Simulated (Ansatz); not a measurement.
# MgHO (doublet): the correlation ladder, def2-TZVPP

The task here is to estimate one member of a computed series from the others.

The runs use Ansatz 0.2.0, Gaussian basis; def2-TZVPP, core rule «outside noble gas», up to 6 orbitals frozen.

Plan: UHF; ROHF; CCSD(T) on UHF.

2 further runs of the same task are left out: 2 set aside as unsound or not needed.

## What is computed

The geometry is a PBE0/def2-TZVP stationary point (not a proven minimum).

3 atoms, charge 0, spin multiplicity 2.

Atoms are counted from 1 here; the program's logs count them from 0.

Bond lengths: O1–Mg2 1.768 Å, O1–H3 0.948 Å. Angles: Mg2–O1–H3 180.0°.

Coordinates:

```
O     0.0000    0.0000    0.2735
Mg    0.0000    0.0000   -1.4948
H     0.0000    0.0000    1.2213
```

Set-up of the first run:

The input, in.yaml:

```yaml
crystal:
  periodic: [false, false, false]
  atoms:
    - {symbol: O, position_ang: [0.000000, 0.000000, 0.273500]}
    - {symbol: Mg, position_ang: [0.000000, 0.000000, -1.494800]}
    - {symbol: H, position_ang: [0.000000, 0.000000, 1.221300]}
basis:
  gaussian: {orbitals: def2-TZVPP}
magnetization: {spin_polarized: true, initial_magnetization: 1}
hamiltonian: {xc: hf}
output: {orbitals: {seedname: orbitals}}
```

On the command line:

```console
ansatz run in.yaml --threads 1 --pin off --events-out ev --progress --plain --max-ram 4096MiB --backend cpu
```

Steps of the session up to this table: UHF; ROHF; CCSD(T) on UHF.

One of the session's tables, all rows but one given; the rest of the session is left out.

It belongs to the step «Misses and costs». 

```
  method  from UCCSD(T) (meV)
    ROHF              +7598.7
     UHF              +7594.6
    UMP2                    ?
   UCCSD               +244.7
UCCSD(T)                    0
```

Q: Estimate the row for UMP2 from the others.

**Answer.** from UCCSD(T) (meV): +287.3. In the column «from UCCSD(T) (meV)» it lies between UCCSD (+244.7) and UHF (+7594.6).

With the free atoms at the same levels and basis (separate runs), the atomisation energy is 7.540 eV at UCCSD(T), 5.386 eV at ROHF.
